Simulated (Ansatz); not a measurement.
in.yaml

```yaml
crystal:
  periodic: [false, false, false]
  atoms:
    - {symbol: Ga, position_ang: [0.000000, 0.066681, -0.109896]}
    - {symbol: H, position_ang: [0.000000, -3.553625, -1.302242]}
    - {symbol: H, position_ang: [0.975030, -0.529480, 4.452091]}
    - {symbol: H, position_ang: [-0.975030, -0.529480, 4.452091]}
basis:
  gaussian: {orbitals: cc-pVDZ}
magnetization: {spin_polarized: false, initial_magnetization: 2}
correlation: {method: fic_nevpt4_sd, electrons: outside_noble_gas, active_space: {window: {electrons: 4, orbitals: 7}}}
```

```sh
$ ansatz run in.yaml --threads 1 --pin off --events-out ev --progress --plain --max-ram 2393MiB
```

(1) Roughly how long does this take on 1 thread of Arm Neoverse V2, shared host, and how much host memory?

```
455 factors; integrals over basis functions are off by at most 2.5e-3 eV
mean field evaluation 1: about -52369.5454 eV, gradient 8.4e0 eV
mean field evaluation 2: about -52369.5682 eV, gradient 8.4e0 eV
mean field evaluation 4: about -52371.2849 eV, gradient 5.1e0 eV
mean field evaluation 8: about -52371.5087 eV, gradient 6.0e-1 eV
mean field evaluation 16: about -52367.0120 eV, gradient 2.2e1 eV
mean field evaluation 32: about -52371.4843 eV, gradient 2.6e-3 eV
mean field evaluation 64: about -52371.5051 eV, gradient 7.1e-1 eV
mean field evaluation 96: about -52371.5282 eV, gradient 8.1e-2 eV
mean field evaluation 128: about -52371.4423 eV, gradient 2.9e-1 eV
mean field evaluation 160: about -52371.5285 eV, gradient 1.1e-2 eV
mean field -52371.52851263 eV, -1924.6181741421 hartree, gradient 1.0e-6 eV, S^2 2.000000; 13 other end points of the search recorded, 0 dependent functions left out
reference -52371.52851263 eV, -1924.6181741421 hartree; 18, 16 occupied and 24, 26 virtual orbitals, 455 factors
state -52373.99471411 eV, -1924.7088053750 hartree
state -52373.99471411 eV, -1924.7088053750 hartree; corrected -52375.25997058 eV, -1924.7553026924 hartree
Total energy: -52375.25997058 eV, -1924.7553026924 hartree
```

Results:

(1) 8 s wall and 0.25 GiB.
